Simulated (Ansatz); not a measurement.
Zinc-blende MgTe (metastable phase), treated with B3LYP (VWN-RPA form) (Ansatz, an electronic-structure program, PAW).

Settings: plane-wave cutoff 460 eV, 8×8×8 k mesh, Fermi–Dirac smearing 0.01 eV, scalar-relativistic PAW data made under PBE.

Pressure at four volumes; x = ln(V/34.657 Å³). One pressure is withheld.

```json
[
 {"V (Å³/atom)": "32.924", "x": "-0.0513", "P (GPa)": "2.047"},
 {"V (Å³/atom)": "34.657", "x": "0.0000", "P (GPa)": "0.063"},
 {"V (Å³/atom)": "35.523", "x": "0.0247", "P (GPa)": "-0.753"},
 {"V (Å³/atom)": "36.390", "x": "0.0488", "P (GPa)": "?"}
]
```

### Question
Pass a parabola P(x) through the three rows shown, estimate the bulk modulus and its pressure derivative near zero pressure, and predict the withheld pressure.

### Answer
Slopes between the rows: (0.063 − (2.047))/(0.0000 − (-0.0513)) = -38.67 and (-0.753 − (0.063))/(0.0247 − (0.0000)) = -33.04 GPa. Their difference over the span 0.0760 is c = 5.63/0.0760 = 74.1 GPa, so P(x) = 2.047 + (-38.67)(x − (-0.0513)) + 74.1 (x − (-0.0513))(x − (0.0000)). At the middle row B = −dP/dx = −[-38.67 + 74.1 × 0.0513] = 34.9 GPa, and B′ = dB/dP = 2c/B = 4.2. At x = 0.0488 the parabola gives -1.462 GPa; the run gives -1.471 GPa. The Birch–Murnaghan fit to the energies at all volumes has B0 = 34.5 GPa and B′ = 4.1.

Spin–orbit coupling is not included.
